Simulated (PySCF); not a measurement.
Species: 2-methoxyacetamide, C₃H₇NO₂.
Atom-mapped SMILES: `[CH3:1][O:2][CH2:3][C:4]([NH2:5])=[O:6]` (hydrogens: H7, H8, H9 on C1; H10, H11 on C3; H12, H13 on N5)

The same species was optimised twice, with GFN2-xTB and with PBE0-D3(BJ)/def2-SVP (PySCF), and the same property calculations (PySCF, gas phase) were run on both structures.

| coordinate | GFN2-xTB | PBE0-D3(BJ)/def2-SVP | change |
| --- | --- | --- | --- |
| O2–C3 (Å) | 1.408 | 1.395 | -0.013 |
| C1–O2 (Å) | 1.406 | 1.395 | -0.011 |
| C3–C4 (Å) | 1.528 | 1.520 | -0.008 |
| C4–N5 (Å) | 1.343 | 1.349 | +0.006 |
| C4=O6 (Å) | 1.210 | 1.213 | +0.003 |
| C3–C4–O6 (°) | 121.8 | 120.7 | -1.1 |
| C1–O2–C3 (°) | 112.9 | 113.9 | +1.0 |
| N5–C4–O6 (°) | 124.2 | 125.1 | +0.9 |
| C3–C4–N5 (°) | 114.0 | 114.2 | +0.2 |
| O2–C3–C4 (°) | 111.4 | 111.5 | +0.1 |
| C1–O2–C3–C4 (°) | 180 | 180 | 0 |
| O2–C3–C4–N5 (°) | 0 | -1 | -1 |

Rotational constants: A = 9292, B = 2063, C = 1725 MHz (GFN2-xTB) against A = 9184, B = 2081, C = 1734 MHz (PBE0-D3(BJ)/def2-SVP). Atoms that the bonding makes alike are paired by their places after alignment.

On the GFN2-xTB structure: lowest singlet, TDDFT (eV) 5.78 [B3LYP/def2-SVPD]; lowest triplet, Tamm–Dancoff (eV) 5.34 [B3LYP/def2-SVPD]; isotropic polarisability (au) 55.5 [B3LYP/def2-SVPD]; HOMO (eV) -7.20 [B3LYP/def2-SVPD]; LUMO (eV) 0.21 [B3LYP/def2-SVPD]; dipole (D) 3.83 [B3LYP/def2-SVPD]; HOMO (eV) -7.30 [PBE0/pcSseg-1]; LUMO (eV) 1.01 [PBE0/pcSseg-1]; dipole (D) 3.76 [PBE0/pcSseg-1]; GIAO shielding of C1 (ppm) 126.0 [PBE0/pcSseg-1]; GIAO shielding of O2 (ppm) 322.5 [PBE0/pcSseg-1]; GIAO shielding of C3 (ppm) 110.6 [PBE0/pcSseg-1]; GIAO shielding of C4 (ppm) 17.6 [PBE0/pcSseg-1]; GIAO shielding of N5 (ppm) 155.0 [PBE0/pcSseg-1]; GIAO shielding of O6 (ppm) -55.8 [PBE0/pcSseg-1].

Task: What do these properties become on the PBE0-D3(BJ)/def2-SVP structure?

Result: 
```
                                    property            level  on GFN2-xTB  on PBE0-D3(BJ)/def2-SVP  change
                  lowest singlet, TDDFT (eV)  B3LYP/def2-SVPD         5.78                     5.75   -0.03
           lowest triplet, Tamm–Dancoff (eV)  B3LYP/def2-SVPD         5.34                     5.31   -0.03
               isotropic polarisability (au)  B3LYP/def2-SVPD         55.5                     55.9    +0.4
                                   HOMO (eV)  B3LYP/def2-SVPD        -7.20                    -7.20    0.00
                                   LUMO (eV)  B3LYP/def2-SVPD         0.21                     0.19   -0.02
                                  dipole (D)  B3LYP/def2-SVPD         3.83                     3.84   +0.01
energy, GFN2-xTB geometry as zero (kcal/mol)  B3LYP/def2-SVPD          0.0                     -0.1    -0.1
                                   HOMO (eV)    PBE0/pcSseg-1        -7.30                    -7.30    0.00
                                   LUMO (eV)    PBE0/pcSseg-1         1.01                     0.96   -0.05
                                  dipole (D)    PBE0/pcSseg-1         3.76                     3.77   +0.01
energy, GFN2-xTB geometry as zero (kcal/mol)    PBE0/pcSseg-1          0.0                     -0.1    -0.1
                  GIAO shielding of C1 (ppm)    PBE0/pcSseg-1        126.0                    125.8    -0.2
                  GIAO shielding of O2 (ppm)    PBE0/pcSseg-1        322.5                    324.6    +2.1
                  GIAO shielding of C3 (ppm)    PBE0/pcSseg-1        110.6                    111.2    +0.6
                  GIAO shielding of C4 (ppm)    PBE0/pcSseg-1         17.6                     16.2    -1.4
                  GIAO shielding of N5 (ppm)    PBE0/pcSseg-1        155.0                    153.7    -1.3
                  GIAO shielding of O6 (ppm)    PBE0/pcSseg-1        -55.8                    -58.0    -2.2
```

The heavy atoms differ by 0.013 Å rms after alignment. Among bonds between heavy atoms O2–C3 changes most (-0.013 Å). Changes are differences of the printed values. Neither structure is proved a minimum here.

The values belong to the conformer `[CH3:1][O:2][CH2:3][C:4]([NH2:5])=[O:6]`: C1–O2–C3–C4 180°, O2–C3–C4–N5 -1°, H–N5–C4–C3 180°, H–N5–C4–C3 0°.
